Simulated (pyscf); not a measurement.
H₂As–InH₂ (SMILES [AsH2][InH2]) + AsH₃ (SMILES [AsH3]) → H₂As–InH–AsH₂ (SMILES [AsH2][InH][AsH2]) + H₂ (SMILES [H][H]) (four-centre exchange; singlet surface; H–In, As–H broken, As–In, H–H formed). PySCF, gas phase, ωB97X-D3(BJ)/def2-SVP geometries. Energies in kcal/mol from the separated reactants.

```json
[
 {"level": "ωB97X-D3(BJ)/def2-TZVP", "barrier": "19.9", "reaction energy": "-18.4"},
 {"level": "PBE/def2-TZVP", "barrier": "___", "reaction energy": "-13.9"},
 {"level": "r²SCAN/def2-TZVP", "barrier": "___", "reaction energy": "___"},
 {"level": "B3LYP-D3(BJ)/def2-TZVP", "barrier": "21.1", "reaction energy": "-14.3"},
 {"level": "PBE0-D3(BJ)/def2-TZVP", "barrier": "18.0", "reaction energy": "-14.5"},
 {"level": "HF/def2-TZVP", "barrier": "43.2", "reaction energy": "-7.9"}
]
```

Q: What belongs in the gaps?

A: 
- PBE/def2-TZVP, barrier: 17.4
- r²SCAN/def2-TZVP, barrier: 17.9
- r²SCAN/def2-TZVP, reaction energy: -14.4

The functionals in the table span 3.7 kcal/mol in this barrier, from PBE to B3LYP-D3(BJ). On the reactant side the descent ends in a complex (not fully relaxed), 6.3 kcal/mol under the separated species and 26.1 kcal/mol under the saddle at ωB97X-D3(BJ)/def2-TZVP. At the saddle there is also a short H–In contact that neither side keeps. One saddle was located; it need not be the lowest between these sides. Elements up to Kr have no core potential and no relativistic terms here. Elements past Kr carry the def2 core potentials, without spin-orbit coupling.
